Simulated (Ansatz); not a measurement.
Basis-set extrapolation for C₂HFS (`FC=C=S`) (PBE0-D4/def2-TZVP geometry, frozen core, Ansatz). Multiplicity 1, RHF reference.

```json
{"": "HF", "def2-TZVPP": "-573.289561", "def2-QZVPP": "-573.308112"}
{"": "MP2 correlation", "def2-TZVPP": "-0.718801", "def2-QZVPP": "-0.777025"}
{"": "CCSD(T) correlation", "def2-TZVPP": "-0.774793", "def2-QZVPP": "not run"}
```

Energies in hartree. Use E(X) = E(∞) + A·exp(−7.88·√X) for Hartree–Fock and E(X) = E(∞) + B·X^(−2.97) for correlation, with X = 3 and 4, and add CCSD(T) minus MP2 of the smaller set to the MP2 limit.

Q: What is the CCSD(T) energy at the basis-set limit?

A: HF limit: -573.308112 + (-0.018551) × 0.13774 = -573.31067. MP2 limit: -0.777025 + (-0.058224) × 0.74074 = -0.82015. Higher-order term: -0.774793 − (-0.718801) = -0.05599. Total: -574.18681 hartree, 321.5 kJ/mol below CCSD(T)/def2-TZVPP.
